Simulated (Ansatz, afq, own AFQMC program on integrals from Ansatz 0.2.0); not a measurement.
**AlO⁺, triplet in 6-31G, levels against full CI**

```xyz
2

Al    0.0000    0.0000    0.0000
O     0.0000    0.0000    3.8770
```

Basis 6-31G. Only valence electrons are correlated. Ansatz 0.2.0 and our own AFQMC program on the same integrals; the CISD trial comes from CCSD amplitudes, and released means the phaseless constraint is let go. ± is one standard error of the sampling.

Determinant: UHF, the one that the program's search chose, which needn't be the lowest solution. The geometry is a point of a scan.

Full CI on the same integrals is exact in this basis and with this determinant's frozen core.

Cautions: lower spins were not checked.

The T1 diagnostic is 0.0073. The weight of the determinant in the CISD state is 0.922, the ⟨S²⟩ of the determinant is 2.005 and the size of the correlated space is 8 electrons in 16 orbitals.

| level | correlation energy (eV) |
| --- | --- |
| MP2 | -1.9571 |
| CCSD | -2.6205 |
| CCSD(T) | -2.6311 |

(1) Estimate where phaseless AFQMC with the Hartree–Fock trial lies against CCSD(T) on the same integrals.

(1) 23.8 ± 22.3 meV above CCSD(T). The gap is under twice the noise, so this walk alone can't tell the two apart.

Reference: full CI, correlation energy -2.634 eV. The released energy is read at 2.40 1/Eh (meV from the phaseless value at times in 1/Eh: -0.2 ± 1.1 at 0.24, -2.1 ± 1.2 at 0.51, -2.0 ± 0.9 at 0.99, -0.8 ± 0.9 at 1.62, -4 ± 3 at 2.40).

| level | E − E(reference) (meV) | share of correlation (%) |
| --- | --- | --- |
| CCSD(T) | 3.0 | 99.89 |
| CCSDT | 0.6 | 99.98 |
| CCSDT(Q) | 0.1 | 100.00 |
| CCSDTQ | 0.0 | 100.00 |
| ph-AFQMC/HF | 26.8 ± 22.3 | 98.98 |
| ph-AFQMC/CISD | 2.8 ± 1.4 | 99.89 |
| released AFQMC | -1.5 ± 2.6 | 100.06 |

CCSDT and higher add their correlation energy to the determinant of the CCSD(T) run, since their own runs factorise the integrals more tightly (a shift of under 2 meV). A walk keeps the symmetry of its determinant, which the program's search chose and which needn't be the lowest solution, so a lower state of the same spin and another symmetry isn't excluded. Released energies are given only where the last usable release times agree within the noise; a slower fall can still hide under it.
